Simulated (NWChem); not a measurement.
The numbers come from NWChem runs, not from measurements. System: CH$_{4}$, charge 1, spin multiplicity 2, at the geometry of a parent with another charge or spin, in a state set for the comparison that need not be this species' ground state. Its SCF solution wasn't tested for a lower state. Level: ROCCSD(T)/def2-TZVP, 1 core orbitals frozen.

Part of the output:

```
             Northwest Computational Chemistry Package (NWChem) 7.3.0
             --------------------------------------------------------

                                NWChem Input Module
                                -------------------

 Scaling coordinates for geometry "geometry" by  1.889725989
 (inverse scale =  0.529177249)

 Turning off AUTOSYM since
 SYMMETRY directive was detected!

                             Geometry "geometry" -> ""
                             -------------------------

 Output coordinates in angstroms (scale by  1.889725989 to convert to a.u.)

  No.       Tag          Charge          X              Y              Z
 ---- ---------------- ---------- -------------- -------------- --------------
    1 C                    6.0000     0.00000000     0.00000000     0.00000000
    2 H                    1.0000     0.00000000     0.89658500     0.63398000
    3 H                    1.0000     0.00000000    -0.89658500     0.63398000
    4 H                    1.0000    -0.89658600     0.00000000    -0.63397900
    5 H                    1.0000     0.89658600     0.00000000    -0.63397900

 Effective nuclear repulsion energy (a.u.)      13.3364408017

            Nuclear Dipole moment (a.u.)
            ----------------------------
        X                 Y               Z
 ---------------- ---------------- ----------------
     0.0000000000     0.0000000000     0.0000037795

      Symmetry information
      --------------------

 Group name             C2v
 Group number             16
 Group order               4
 No. of unique centers     3

      Symmetry unique atoms

     1    2    4


 Summary of "ao basis" -> "" (spherical)
 ------------------------------------------------------------------------------
       Tag                 Description            Shells   Functions and Types
 ---------------- ------------------------------  ------  ---------------------
 *                         def2-tzvp                  on all atoms

 Summary of "ao basis" -> "ao basis" (spherical)
 ------------------------------------------------------------------------------
       Tag                 Description            Shells   Functions and Types
 ---------------- ------------------------------  ------  ---------------------
 C                         def2-tzvp                11       31   5s3p2d1f
 H                         def2-tzvp                 4        6   3s1p

                                 NWChem SCF Module
[...]
     2   1 1 0      0.000000      0.000000      0.000000
     2   1 0 1      0.000000     -0.000000      0.000000
     2   0 2 0     -3.837016     -1.002922      5.741305
     2   0 1 1     -0.000000     -0.000000      0.000000
     2   0 0 2     -2.791392     -2.050971      5.741272

                   NWChem Extensible Many-Electron Theory Module
                   ---------------------------------------------


            General Information
            -------------------
      Number of processors :     1
         Wavefunction type : Restricted open-shell Hartree-Fock
          No. of electrons :     9
           Alpha electrons :     5
            Beta electrons :     4
           No. of orbitals :   110
            Alpha orbitals :    55
             Beta orbitals :    55
        Alpha frozen cores :     1
         Beta frozen cores :     1
     Alpha frozen virtuals :     0
      Beta frozen virtuals :     0
         Spin multiplicity : doublet
    Number of AO functions :    55
       Number of AO shells :    27
        Use of symmetry is : on
      Symmetry adaption is : on
         Schwarz screening : 0.10D-09

          Correlation Information
          -----------------------
          Calculation type : Coupled-cluster singles & doubles w/ perturbation
   Perturbative correction : (T)
            Max iterations :      100
        Residual threshold : 0.10D-05
     T(0) DIIS level shift : 0.00D+00
     L(0) DIIS level shift : 0.00D+00
     T(1) DIIS level shift : 0.00D+00
     L(1) DIIS level shift : 0.00D+00
     T(R) DIIS level shift : 0.00D+00
     T(I) DIIS level shift : 0.00D+00
   CC-T/L Amplitude update :  5-th order DIIS
                I/O scheme : Global Array Library
        L-threshold :  0.10D-05
        EOM-threshold :  0.10D-05
 no EOMCCSD initial starts read in
 TCE RESTART OPTIONS
 SLICE:      F
 D4D5:       F
 quantumc:   F
 qrotation:  F
 pwtce:      F
 qducc:      F
 nacto:                         0
 nrotv:                         0
 nrot:                          0

            Memory Information
            ------------------
          Available GA space size is     249030750 doubles
          Available MA space size is     104853756 doubles

 Maximum block size supplied by input
 Maximum block size        24 doubles

 tile_dim =     21

 -------------------------------------------------

 Global array virtual files algorithm will be used

 Parallel file system coherency ......... OK

 4-electron integrals stored in orbital form

 v2    file size   =           715923
 4-index algorithm nr.  13 is used
 imaxsize =       30
 imaxsize ichop =        0


CCSD iterations
 ---------------------------------------------------------
 Iter          Residuum       Correlation     Cpu    Wall
 ---------------------------------------------------------
    1   0.1085746488310  -0.1673826090257     0.5     0.5
    2   0.0300975926870  -0.1815037350248     0.5     0.5
    3   0.0105307087198  -0.1846539812612     0.5     0.5
    4   0.0040832202891  -0.1855376358809     0.5     0.5
    5   0.0016982827240  -0.1858348200089     0.5     0.5
    6   0.0002408024130  -0.1860210752472     0.6     0.6
    7   0.0000846939685  -0.1860122976815     0.5     0.5
    8   0.0000409528143  -0.1860117102800     0.5     0.5
    9   0.0000206891751  -0.1860113526535     0.5     0.5
   10   0.0000107545412  -0.1860112566056     0.6     0.6
   11   0.0000011833801  -0.1860111718025     0.6     0.6
   12   0.0000003748950  -0.1860112372001     0.5     0.5
 -----------------------------------------------------------------
 Iterations converged
 CCSD correlation energy / hartree =        -0.186011237200059
 CCSD total energy / hartree       =       -39.899246355112588

 Singles contributions

 Doubles contributions
 CCSD(T)
 Using plain CCSD(T) code
             total no. of tasks          927
 total no. of tasks / no. procs          927
                         wl_min            1           1.0
                         wl_max         9261           4.6
        thresh for no. of tasks          927

 CCSD[T]  correction energy / hartree =        -0.005222534526526
 CCSD[T] correlation energy / hartree =        -0.191233771726584
 CCSD[T] total energy / hartree       =       -39.904468889639112
 CCSD(T)  correction energy / hartree =        -0.005168925301133
 CCSD(T) correlation energy / hartree =        -0.191180162501191
 CCSD(T) total energy / hartree       =       -39.904415280413723

 Task  times  cpu:       11.8s     wall:       11.8s

 Total times  cpu:       11.8s     wall:       11.8s
```

Problem. Write an NWChem input that would produce this output.

Solution. This is not unique; one that fits is 
```
start mol
memory heap 100 mb stack 700 mb global 1900 mb
charge 1
geometry units angstroms nocenter noautoz
  C      0.000000     0.000000    -0.000000
  H      0.000000     0.896585     0.633980
  H      0.000000    -0.896585     0.633980
  H     -0.896586     0.000000    -0.633979
  H      0.896586     0.000000    -0.633979
  symmetry group C2v
end
basis spherical
  * library def2-tzvp
end
scf
  rohf
  nopen 1
  maxiter 100
  thresh 1e-7
  semidirect memsize 60000000 filesize 0
  # guess.movecs holds the orbitals of an unrestricted PBE0 run
  vectors input guess.movecs swap 3 5 output mol.movecs
end
tce
  freeze core 1
  ccsd(t)
  2eorb
  2emet 13
  thresh 1e-6
  maxiter 100
  tilesize 24
end
task tce energy
```
